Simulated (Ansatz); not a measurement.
Geometry optimisation, RKS B3LYP/def2-SVP (Ansatz 0.2.0).

Input:

```yaml
crystal:
  periodic: [false, false, false]
  atoms:
    - { symbol: Si, position_ang: [-0.221376, 0.301259, -0.904721] }
    - { symbol: "N", position_ang: [1.272801, 0.062389, 1.695241] }
    - { symbol: H, position_ang: [1.019306, -0.519471, 2.494161] }
    - { symbol: H, position_ang: [2.118897, 0.57824, 1.934037] }
    - { symbol: H, position_ang: [1.521265, -0.57761, 0.917543] }
    - { symbol: H, position_ang: [-1.366262, 0.981091, -0.149284] }
    - { symbol: "N", position_ang: [-0.879048, -1.296565, -0.77046] }
    - { symbol: H, position_ang: [-1.748948, -1.560366, -0.315924] }
    - { symbol: H, position_ang: [-0.426636, -2.098468, -1.199792] }
basis:
  gaussian: { orbitals: def2-SVP }
hamiltonian:
  xc: b3lyp
relax:
  f_tol: 0.03
  max_steps: 50
```

Command:

```bash
$ ansatz run input.yaml --threads 1 --pin off --max-ram 2048MiB --backend cpu --events-out ev --progress --plain --runs-dir out
```

Task: Where does it end, and by what steps?

Result: The run converged. The force dipped under the threshold on the way, but the program's further checks kept it going. After 22 steps the energy has fallen by 0.401 eV; H4 moved furthest, 0.89 Å.

```
step  energy less start (eV)  largest force component (eV/Å)  accepted
   0                  0.0000                           0.832       yes
   1                 -0.0694                           0.767       yes
   2                 -0.1293                           1.471       yes
   3                 -0.2914                           0.364       yes
   4                 -0.3613                           0.280       yes
   5                 -0.3759                           0.636       yes
   6                 -0.3889                           0.173       yes
   7                 -0.3913                           0.136       yes
   8                 -0.3940                           0.087       yes
   9                 -0.3950                           0.162       yes
  10                 -0.3963                           0.088       yes
  11                 -0.3975                           0.074       yes
  12                 -0.3953                           0.283        no
  13                 -0.3943                           0.143        no
  14                 -0.3983                           0.015       yes
  15                 -0.3990                           0.062       yes
  16                 -0.3993                           0.102       yes
  17                 -0.3997                           0.061       yes
  18                 -0.4002                           0.021       yes
  19                 -0.4003                           0.104       yes
  20                 -0.4007                           0.039       yes
  21                 -0.4007                           0.044       yes
  22                 -0.4009                           0.012       yes
```

```xyz
9
Properties=species:S:1:pos:R:3
Si 0.140 0.195 -0.660
N 1.159 -0.099 1.257
H 0.594 -0.776 1.775
H 1.249 0.752 1.818
H 2.092 -0.498 1.136
H -0.832 1.063 0.162
N -0.789 -1.304 -0.527
H -1.695 -1.403 -0.076
H -0.627 -2.061 -1.183
```

Whether the end is a true minimum wasn't checked by a vibrational analysis.

Run time: 39 s on 1 thread of AMD EPYC 7R43 64-Core Processor (Zen 3), on a shared host, peak memory 0.15 GiB.
